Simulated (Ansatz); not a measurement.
Geometry optimisation, RKS revPBE-D4/def2-SVP in Ansatz 0.2.0.

input.yaml

```yaml
crystal:
  periodic: [false, false, false]
  atoms:
    - { symbol: "N", position_ang: [-0.0347, 1.0725, -0.166] }
    - { symbol: C, position_ang: [0.3026, -0.0682, 0.392] }
    - { symbol: C, position_ang: [0.0798, -1.2098, -0.2015] }
    - { symbol: S, position_ang: [-0.102, -2.7833, -0.9948] }
    - { symbol: H, position_ang: [-0.8255, 1.0211, -0.8864] }
    - { symbol: H, position_ang: [-0.2527, 1.883, 0.488] }
    - { symbol: H, position_ang: [0.8938, 0.0169, 1.3229] }
basis:
  gaussian: { orbitals: def2-SVP }
hamiltonian:
  xc: revpbe
  dispersion: d4
relax:
  f_tol: 0.015
  max_steps: 40
```

Launched with:

```bash
$ ansatz run input.yaml --threads 1 --pin off --max-ram 2048MiB --backend cpu --events-out ev --progress --plain --runs-dir out
```

**Question.** Where does it end, and by what steps?

**Answer.** The forces met the threshold. After 9 steps the energy has fallen by 1.012 eV; H6 moved furthest, 0.27 Å.

| step | energy less start (eV) | largest force component (eV/Å) | accepted |
| --- | --- | --- | --- |
| 0 | 0.0000 | 7.038 | yes |
| 1 | -0.7962 | 3.213 | yes |
| 2 | -0.8759 | 2.265 | yes |
| 3 | -0.9949 | 0.482 | yes |
| 4 | -1.0046 | 0.317 | yes |
| 5 | -1.0102 | 0.130 | yes |
| 6 | -1.0108 | 0.077 | yes |
| 7 | -1.0114 | 0.042 | yes |
| 8 | -1.0117 | 0.032 | yes |
| 9 | -1.0117 | 0.007 | yes |

```xyz
7
Properties=species:S:1:pos:R:3
N -0.033 1.184 -0.172
C 0.347 -0.083 0.349
C 0.088 -1.278 -0.187
S -0.163 -2.683 -0.870
H -0.685 1.092 -0.959
H -0.485 1.764 0.547
H 0.992 -0.063 1.246
```

Whether the end is a true minimum wasn't checked by a vibrational analysis.

The run took 26 s on 1 thread of Intel(R) Xeon(R) Processor @ 2.70GHz, on a shared host, peak memory 0.16 GiB.
